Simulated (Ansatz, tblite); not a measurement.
# The cluster CdF2+: a ladder of methods and basis sets

How do method and basis change the picture of the cluster CdF2+ (doublet)?

The runs use Ansatz 0.2.0, Gaussian basis; as each input shows.

Levels to be run: GFN1-xTB, GFN2-xTB, PBE-D4/def2-TZVP, r2SCAN-D4/def2-TZVP, LDA/def2-TZVP, B97M-V/def2-TZVP, BHLYP-D4/def2-TZVP, ωB97M-V/def2-TZVP, LC-ωPBE/def2-TZVP, PBE-D4/def2-SVP, PBE0-D4/def2-SVP, CCSD(T)/def2-TZVPP, MP2/def2-TZVP, RPA/def2-TZVP.

1 further run of the same task is left out (set aside as unsound or not needed). Runs told in other sessions of the task aren't counted.

### 1 The relaxed structure

The geometry is that of the doublet, from an earlier relaxation (PBE-D4/def2-TZVP). At that level it is the lowest of the isomers that a small search found.

3 atoms, charge 1, spin multiplicity 2.

Bond lengths: Cd1–F2 1.989 Å, Cd1–F3 1.989 Å. Angles: F2–Cd1–F3 179.9°.

Cd takes a core potential in the def2 sets. No spin-orbit coupling is included. The ion is computed in the gas phase, without counter-ions or solvent.

PBE0-D4/def2-TZVP was run before; its log isn't repeated, and its numbers join the tables.

### 2 GFN1-xTB

Tight binding, by tblite at 300 K electronic temperature and without a spin-polarisation term:

```python
tblite.interface.Calculator('GFN1-xTB', numbers, positions, charge=1, uhf=1).singlepoint()
```

Energy -285.1983 eV; 0.001 s.

### 3 GFN2-xTB

Tight binding, by tblite at 300 K electronic temperature and without a spin-polarisation term:

```python
tblite.interface.Calculator('GFN2-xTB', numbers, positions, charge=1, uhf=1).singlepoint()
```

Energy -256.3509 eV; 0.001 s.

### 4 PBE-D4/def2-TZVP

start.molden holds the orbitals of an earlier run on this state, given as this run's starting guess.

File in.yaml:

```yaml
crystal:
  periodic: [false, false, false]
  atoms:
    - {symbol: Cd, position_ang: [0.000794, -0.000226, -0.000230]}
    - {symbol: F, position_ang: [0.221205, 1.737309, -0.943843]}
    - {symbol: F, position_ang: [-0.222000, -1.737083, 0.944073]}
basis:
  gaussian: {orbitals: def2-TZVP, initial_orbitals: start.molden}
total_charge: 1
magnetization: {spin_polarized: true, initial_magnetization: 1}
hamiltonian: {xc: pbe, dispersion: d4}
scf: {omitted_lower_state_checks: [starts]}
output: {orbitals: {seedname: orbitals}}
```

On the command line:

```console
ansatz run in.yaml --threads 4 --pin off --events-out ev --progress --plain --max-ram 3916MiB
```

The runs that follow: r2SCAN-D4/def2-TZVP; LDA/def2-TZVP; B97M-V/def2-TZVP; BHLYP-D4/def2-TZVP; ωB97M-V/def2-TZVP; LC-ωPBE/def2-TZVP; PBE-D4/def2-SVP; PBE0-D4/def2-SVP; CCSD(T)/def2-TZVPP; MP2/def2-TZVP; RPA/def2-TZVP.

Before running them: what should the planned runs give, taken together? Wanted: gap in def2-TZVP, named functionals, smallest and largest; correlation energy, CCSD(T)/def2-TZVPP; correlation energy, MP2/def2-TZVP; ⟨S²⟩ in def2-TZVP, named functionals, smallest and largest; PBE0 total energy, smallest basis above largest.

The runs gave:

| quantity | value |
| --- | --- |
| gap in def2-TZVP, named functionals, smallest and largest | 0.23 eV (PBE-D4), 4.31 eV (LC-ωPBE) |
| correlation energy, CCSD(T)/def2-TZVPP | -31.11 eV |
| correlation energy, MP2/def2-TZVP | -25.29 eV |
| ⟨S²⟩ in def2-TZVP, named functionals, smallest and largest | 0.753, 0.763 |
| PBE0 total energy, smallest basis above largest | 7.72 eV (def2-SVP, def2-TZVP) |

In words: Orbital gaps of the named functionals in def2-TZVP span 0.23 eV (PBE-D4) to 4.31 eV (LC-ωPBE); exact exchange widens it. LDA leaves an empty level below a filled one, so this occupation isn't an aufbau state there; left out of the range. Over the named functionals in def2-TZVP spin contamination reaches 0.01 (ωB97M-V), which is small.
